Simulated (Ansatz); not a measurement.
# CH3S: the cost of one run

All numbers are computed with Ansatz 0.2.0, driven from Python. Level of theory: Hartree-Fock/def2-SVP.

## Step 1: The system

Bond lengths: C1–S2 1.725 Å, C1–H3 1.164 Å, C1–H4 1.036 Å, S2–H5 1.348 Å. Angles: C1–S2–H5 100.7°, S2–C1–H3 116.9°, S2–C1–H4 119.6°, H3–C1–H4 123.5°.

The script holds or builds the structure itself.

## Step 2: The code

The input, relaxed_scan.py:

```python
'''Relaxed scan of one distance in CH3S.'''

import ansatz as az
import numpy as np

BASIS = 'def2-SVP'
XC = 'hf'

geometry_ang = [
    ('C', [-0.1024, -0.5962, 0.1258]),
    ('S', [0.8264, 0.8454, 0.3095]),
    ('H', [-1.0231, -0.5421, -0.5846]),
    ('H', [0.146, -1.4378, 0.6757]),
    ('H', [0.203, 1.6571, -0.5678]),
]
mol = az.Crystal.molecule()
for symbol, xyz in geometry_ang:
    mol = mol.atom(symbol, xyz)

base = (
    mol.calculation()
    .basis(gaussian=BASIS)
    .functional(XC)
    .spin('collinear', total=1)
)
symbols = [site.symbol for site in mol.cartesian_sites]
pairs = [(0, 1), (0, 2), (0, 3), (1, 4)]
print('held (A)   E (eV)        ', '  '.join(f'{symbols[i]}{i}-{symbols[j]}{j}' for i, j in pairs))
for length in [1.07, 1.16, 1.26, 1.4, 1.57]:
    data = base.relax(constraints=[az.DistanceConstraint((0, 2), at=length)], force_tolerance=0.02, max_steps=60).run(threads=1, pin='off').report
    xyz = np.array(data['positions_ang'])
    print(f'{length:6.2f} {data["free_energy_ev"]:14.5f}  ', '  '.join(f'{np.linalg.norm(xyz[i] - xyz[j]):.3f}' for i, j in pairs))
```

## Step 3: The input behind the calls

The engine receives this input (first run):

```yaml
crystal:
  periodic: [false, false, false]
  atoms:
    - { symbol: C, position_ang: [-0.1024, -0.5962, 0.1258] }
    - { symbol: S, position_ang: [0.8264, 0.8454, 0.3095] }
    - { symbol: H, position_ang: [-1.0231, -0.5421, -0.5846] }
    - { symbol: H, position_ang: [0.146, -1.4378, 0.6757] }
    - { symbol: H, position_ang: [0.203, 1.6571, -0.5678] }
basis:
  gaussian:
    orbitals: def2-SVP
hamiltonian:
  xc: hf
magnetization:
  spin_polarized: true
  initial_magnetization: 1.0
relax:
  f_tol: 0.02
  max_steps: 60
  constraints:
    - { distance: [0, 2], at: 1.07 }
```

## Step 4: Launch

Launch:

```bash
python relaxed_scan.py
```

**Question.** How long does this script take on 1 thread of Arm Neoverse V1, shared host, and how much memory does it need?

About 22 s, with a peak of 0.17 GiB.
